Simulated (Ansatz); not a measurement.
The input, for Ansatz 0.2.0:

```yaml
crystal:
  periodic: [false, false, false]
  atoms:
    - {symbol: Cl, position_ang: [0.000000, 0.000000, 1.987400]}
    - {symbol: Ga, position_ang: [0.000000, 0.000000, -0.114300]}
    - {symbol: N, position_ang: [0.000000, 0.000000, -1.873100]}
basis:
  gaussian: {orbitals: def2-SVP}
total_charge: 1
magnetization: {spin_polarized: false, initial_magnetization: 2}
correlation: {method: mp2, electrons: outside_noble_gas}
accuracy: high
scf: {lower_state_search: light}
```

```sh
$ ansatz run in.yaml --threads 1 --pin off --events-out ev --progress --plain --max-ram 2393MiB
```

The program prints:

```
1152 factors; integrals over basis functions are off by at most 4.2e-9 eV
mean field evaluation 1: about -66296.8212 eV, gradient 2.4e1 eV
mean field evaluation 2: about -66296.8636 eV, gradient 2.4e1 eV
mean field evaluation 4: about -66298.7364 eV, gradient 2.8e0 eV
mean field evaluation 8: about -66298.7613 eV, gradient 2.3e-1 eV
mean field evaluation 16: about -66298.7618 eV, gradient 2.4e-8 eV
mean field evaluation 32: about -66297.2092 eV, gradient 1.3e0 eV
mean field -66298.76175403 eV, -2436.4345555457 hartree, gradient 2.5e-8 eV, S^2 2.000000; 3 other end points of the search recorded, 0 dependent functions left out
20 core orbitals not correlated: weight in the atoms' cores, before any rotation towards them, 0.916 or more for the frozen orbitals, at most 0.062 for the correlated occupied ones
reference -66298.76175403 eV, -2436.4345555457 hartree; 8, 6 occupied and 36, 38 virtual orbitals, 1152 factors
second order -7.32182186 eV of doubles, -0.10055926 eV of singles
Total energy: -66306.18413514 eV, -2436.7073230207 hartree
```

Ran on 1 thread of Arm Neoverse V2, shared host: 2.7 s wall, 0.18 GiB peak host memory.
